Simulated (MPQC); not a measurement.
# NOF (nitrosyl fluoride) at 6 levels

Wanted: a comparison of 6 runs (HF/3-21G, HF/6-31+G*, B3LYP/6-31G*, PBE/pcseg-1, PBE0/def2-SVP, MP2/cc-pCVDZ) of NOF (nitrosyl fluoride). 

The results are computed with MPQC 2.3.1.

3 further runs of the same task are left out: 3 set aside as unsound or not needed.

## Step 1: Starting point

NOF has 3 atoms, charge 0, and is taken as a singlet. As SMILES, `O=NF`. The coordinates come from a GFN2-xTB relaxation.

Bond lengths: O1–N2 1.139 Å, N2–F3 1.492 Å. Angles: O1–N2–F3 111.3°.

## Step 2: Energy and forces at HF/3-21G (run 1)

Contents of job.in:

```
% FNO
molecule<Molecule>: (
  symmetry = c1
  unit = angstrom
  { atoms geometry } = {
    O  [ 0.881240       0.243070       0.511850 ]
    N  [ 0.147270      -0.481640       0.029090 ]
    F  [ -1.028520       0.238580      -0.540950 ]
  }
)
basis<GaussianBasisSet>: (
  name = "3-21G"
  molecule = $:molecule
  basisdir = "."
  puream = yes
)
mpqc: (
  checkpoint = no
  savestate = no
  restart = no
  do_energy = yes
  do_gradient = yes
  optimize = no
  mole<CLHF>: (
    molecule = $:molecule
    basis = $:basis
    total_charge = 0
    memory = 1000000000
    print_evals = yes
    print_npa = yes
    maxiter = 120
    value_accuracy = 1e-08
    guess_wavefunction<CLHF>: (
      molecule = $:molecule
      total_charge = 0
      memory = 1000000000
      value_accuracy = 1e-3
      basis<GaussianBasisSet>: (
        name = "STO-3G"
        molecule = $:molecule
      )
    )
  )
)
```

The basis set 3-21G is read from a file made from the Basis Set Exchange's data (not shown).

Started as:

```console
mpqc job.in > job.out
```

The program printed:

```text
MPQC: Massively Parallel Quantum Chemistry
[...]
  LUMO is    13   A =   0.061191
  total scf energy = -227.3334031076
[...]
Value of the MolecularEnergy: -227.3334031076
  Gradient of the MolecularEnergy:
      1   -0.0045376697
      2   -0.0128873328
      3   -0.0038932365
      4    0.0174905885
      5    0.0102010176
      6    0.0107402022
      7   -0.0129529188
      8    0.0026863152
      9   -0.0068469657
  Function Parameters:
    value_accuracy    = 2.114631e-09 (1.000000e-08) (computed)
[...]
      symmetry = c1
[...]
```

It took 0.42 s on 1 thread of Intel Xeon Platinum 8488C (Sapphire Rapids), shared host.

## Step 3: Energy and gradient at HF/6-31+G(d) (spherical functions) (run 2)

Contents of job.in:

```
% emacs should use -*- KeyVal -*- mode
molecule<Molecule>: (
  symmetry = c1
  unit = angstrom
  { atoms geometry } = {
    O  [ 0.881240 0.243070 0.511850 ]
    N  [ 0.147270 -0.481640 0.029090 ]
    F  [ -1.028520 0.238580 -0.540950 ]
  }
)
basis<GaussianBasisSet>: (
  name = "6-31+G*"
  molecule = $:molecule
  basisdir = "."
  puream = yes
)
mpqc: (
  checkpoint = no
  savestate = no
  restart = no
  do_energy = yes
  do_gradient = yes
  optimize = no
  mole<CLHF>: (
    molecule = $:molecule
    basis = $:basis
    total_charge = 0
    memory = 1000000000
    print_evals = yes
    print_npa = yes
    maxiter = 120
    value_accuracy = 1e-08
    guess_wavefunction<ExtendedHuckelWfn>: (
      molecule = $:molecule
      total_charge = 0
      multiplicity = 1
      basis<GaussianBasisSet>: (
        name = "STO-3G"
        molecule = $:molecule
      )
    )
  )
)
```

The basis set 6-31+G* is read from a file made from the Basis Set Exchange's data (not shown).

Started as:

```console
mpqc job.in > job.out
```

The program printed:

```text
MPQC: Massively Parallel Quantum Chemistry
[...]
  CLSCF::init: total charge = 0
[...]
  nbasis = 54
[...]
  iter     1 energy = -225.9547430446 delta = 1.34588e-01
[...]
  LUMO is    13   A =   0.043916
  total scf energy = -228.6234548576
[...]
Value of the MolecularEnergy: -228.6234548576
  Gradient of the MolecularEnergy:
      1    0.0501987223
      2    0.0377820447
      3    0.0317440378
      4   -0.0193342852
      5   -0.0493322007
      6   -0.0159855033
      7   -0.0308644370
      8    0.0115501559
      9   -0.0157585345
  Function Parameters:
    value_accuracy    = 3.762291e-09 (1.000000e-08) (computed)
[...]
      symmetry = c1
[...]
```

Run time: 4.2 s. Hardware: 1 thread of Intel Xeon Platinum 8488C (Sapphire Rapids), shared host; peak memory 0.19 GiB.

Runs 3 to 5 aren't shown in full; the table further down has their settings and results.

## Step 4: The energy at MP2/cc-pCVDZ (run 6)

Contents of run.in:

```
% FNO
charge: 0
multiplicity: 1
molecule:
  O      0.881240     0.243070     0.511850
  N      0.147270    -0.481640     0.029090
  F     -1.028520     0.238580    -0.540950
method: MP2
checkpoint: no
symmetry: c1
optimize: no
memory: 1000000000
basis: cc-pCVDZ
frozen_docc: 3
```

Started as:

```console
mpqc run.in > run.out
```

The program printed:

```text
MPQC: Massively Parallel Quantum Chemistry
[...]
  LUMO is    13   A =   0.061588
  total scf energy = -228.6339428579
[...]
  MP2 correlation energy [au]:         -0.559347417619
  MP2 energy [au]:                   -229.193290275494
Value of the MolecularEnergy: -229.1932902755
[...]
        symmetry = c1
[...]
```

Run time: 3.6 s. Hardware: 1 thread of Intel Xeon Platinum 8488C (Sapphire Rapids), shared host; peak memory 0.11 GiB.

## Step 5: Overview of the runs

| run | level | starting guess | integration grid | energy (Eh) | HOMO energy (eV) | LUMO energy (eV) | HOMO–LUMO gap (eV) | wall time |
| --- | --- | --- | --- | --- | --- | --- | --- | --- |
| 1 | HF/3-21G | STO-3G | – | -227.333403 | -13.44 | 1.67 | 15.11 | 0.42 s |
| 2 | HF/6-31+G* (spherical functions) | huckel STO-3G | – | -228.623455 | -14.13 | 1.20 | 15.33 | 4.2 s |
| 3 | B3LYP/6-31G* (spherical functions) | STO-3G | xfine | -229.698081 | -9.06 | -3.29 | 5.77 | 11 s |
| 4 | PBE/pcseg-1 | huckel STO-3G | xfine | -229.464024 | -8.03 | -4.52 | 3.52 | 9.9 s |
| 5 | PBE0/def2-SVP | STO-3G | xfine | -229.295174 | -9.55 | -3.26 | 6.30 | 8.7 s |
| 6 | MP2/cc-pCVDZ | program's own | – | -229.193290 | -13.81 | 1.68 | 15.49 | 3.6 s |

## Step 6: Outcome

| quantity | value |
| --- | --- |
| run 6: total energy | -229.19329 Eh |
| run 6: HOMO energy (Hartree–Fock orbitals) | -13.81 eV |
| run 6: LUMO energy (Hartree–Fock orbitals) | 1.68 eV |
| run 6: HOMO–LUMO gap (Hartree–Fock orbitals) | 15.49 eV |
| run 6: correlation energy (3 core orbitals frozen) | -559.3 mEh |

**Reading.** Over runs 1, 2, 3, 4, 5 the HOMO–LUMO gap runs from 3.52 eV (PBE/pcseg-1) to 15.33 eV (HF/6-31+G*). The two ends differ in method and basis. Totals of different functionals can't be ranked against each other. All runs together took 38 s, the longest 11 s.
